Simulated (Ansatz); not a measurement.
One change: `C/C=C(\F)CS` becomes `C/C=C(\F)C=S`.

Ansatz, PBE0-D4/def2-TZVP geometries, multiplicity 1. Each molecule was computed in one conformer, which needn't be the lowest.

```csv
property,`C/C=C(\F)CS`
HOMO–LUMO gap (PBE/def2-TZVPP) / eV,4.72
HOMO–LUMO gap (PBE0/def2-TZVPP) / eV,6.96
HOMO–LUMO gap (ωB97M-V/def2-TZVPP) / eV,11.26
size of the dipole moment (ωB97M-V/def2-TZVPP) / D,1.58
HOMO energy (B3LYP/def2-TZVPP) / eV,-6.66
LUMO energy (PBE/def2-TZVPP) / eV,-0.93
```

(1) Give the same properties after the change, and the shifts. (Best estimate.)

## Answers

(1) Computed: 
```
                                          property  `C/C=C(\F)C=S`  shift
               HOMO–LUMO gap (PBE/def2-TZVPP) / eV            1.73  -2.99
              HOMO–LUMO gap (PBE0/def2-TZVPP) / eV            3.80  -3.16
           HOMO–LUMO gap (ωB97M-V/def2-TZVPP) / eV            8.11  -3.15
size of the dipole moment (ωB97M-V/def2-TZVPP) / D            2.02   0.44
               HOMO energy (B3LYP/def2-TZVPP) / eV           -6.42   0.24
                 LUMO energy (PBE/def2-TZVPP) / eV           -3.65  -2.72
```

With PBE0 the HOMO rises by 0.22 eV and the LUMO falls by 2.94 eV, so the gap narrows by about 3.16 eV. PBE moves the HOMO by 0.26 eV and ωB97M-V by 0.19 eV. Dipoles are sizes alone; their direction can turn.

B3LYP here is the variant with VWN-RPA as its local correlation; programs differ in this.
